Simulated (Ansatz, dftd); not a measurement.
Reaction: C2H4O2 (methyl formate, SMILES C(=O)OC) → C2H3O2 (SMILES [CH2]OC=O, doublet) + H (doublet) (the C-H bond breaks)
Each species at its own B3LYP-D3(BJ)/def2-TZVP minimum (Ansatz, a program for electronic structure), one conformer.

Quantity: bond dissociation energy (electronic), in kcal/mol. Open shells are spin-unrestricted; no spin-orbit coupling. Correlated methods leave the cores frozen. Rows without X2C or -DK are non-relativistic. CBS(X,Y): correlation extrapolated as X^-3, Hartree-Fock from the larger set. A bracket is a step between two methods taken in the basis named. The functionals are non-relativistic, so their misses hold any scalar relativity. Double hybrids freeze cores in their MP2 part. '+ core + X2C': CCSD(T) terms for core correlation (cc-pwCVTZ) and scalar relativity (cc-pVTZ-DK). Where a partner has so few electrons that a lower coupled-cluster level is exact, that level stands in.

```tsv
level	program	bond dissociation energy (kcal/mol)	difference against the last row
HF/cc-pVQZ	Ansatz	83.9	-24.1
r2SCAN-D3(BJ)/def2-TZVPD	Ansatz + dftd3	101.4	-6.6
PBE0-D4/def2-TZVPD	Ansatz + dftd4	102.9	-5.1
B2GP-PLYP-D4/def2-TZVPD	Ansatz + dftd4	105.2	-2.8
MP2/CBS(cc-pVTZ,cc-pVQZ)	Ansatz	108.3	0.3
CCSD/CBS(cc-pVTZ,cc-pVQZ)	Ansatz	107.5	-0.5
CCSD(T)/cc-pVQZ	Ansatz	107.4	-0.6
CCSDT(Q)/cc-pVDZ	Ansatz	103.3	-4.7
CCSD(T)/CBS(cc-pVTZ,cc-pVQZ) + [CCSDT(Q) - CCSD(T)]/cc-pVDZ + core + X2C	Ansatz	108.0	0.0
```
